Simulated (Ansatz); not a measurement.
The same path of CH6AlF (9 atoms, charge 0, multiplicity 1) was run 3 times with different band settings. Lost on the way: Al1–H2, F8–H9. Made: H2–H9.

These are results of RKS B3LYP/6-31G* in Ansatz 0.2.0, not measurements.

Relaxed end points:

```xyz
9
Properties=species:S:1:pos:R:3
Al 0.038 0.064 0.039
H 0.102 -0.231 1.657
C 1.717 -0.033 -0.974
H 1.945 -1.076 -1.237
H 1.667 0.525 -1.918
H 2.578 0.345 -0.408
H -1.392 -0.133 -0.630
F -0.066 1.970 0.834
H -0.017 1.468 1.663
```

```xyz
9
Properties=species:S:1:pos:R:3
Al -0.039 0.397 -0.667
H 0.071 0.602 3.249
C 1.768 -0.041 -1.263
H 1.824 -1.054 -1.680
H 2.101 0.654 -2.046
H 2.498 0.032 -0.447
H -1.362 -0.397 -1.033
F -0.257 1.734 0.304
H -0.031 0.970 2.610
```

Common settings: movable images 5; start path through a guess of the saddle point; force threshold 0.05 eV/Å; iteration limit 60; end points relaxed.

| run | climbing image | spring | optimiser |
| --- | --- | --- | --- |
| 1 | yes | 5.0 eV/Å² | quadratic models (default) |
| 2 | yes | 50.0 eV/Å² | quadratic models (default) |
| 3 | from the first iteration | 5.0 eV/Å² | fire |

(1) What does each run give, and how far can it be trusted?

Answers

(1) Run 1: converged after 17 iterations, highest image 0.007 eV above the first end. The top lies less than 8 meV above the higher end, about what the thresholds resolve: that end is a shoulder or a very shallow well. A vibrational analysis at the climbing image gives one clearly imaginary mode, 355i cm⁻¹: a first-order saddle point.
Run 2: converged after 20 iterations, highest image 0.007 eV above the first end. The top lies less than 8 meV above the higher end, about what the thresholds resolve: that end is a shoulder or a very shallow well. Another band between the same ends (5 images) ends at a top of the same energy, where a vibrational analysis finds 1 clearly imaginary mode.
Run 3: converged after 45 iterations, highest image 0.009 eV above the first end. Another band between the same ends (5 images) ends at a top of the same energy, where a vibrational analysis finds 1 clearly imaginary mode.
The orbitals stay closed-shell, which can raise the energy where a bond breaks towards radicals; this wasn't checked here.
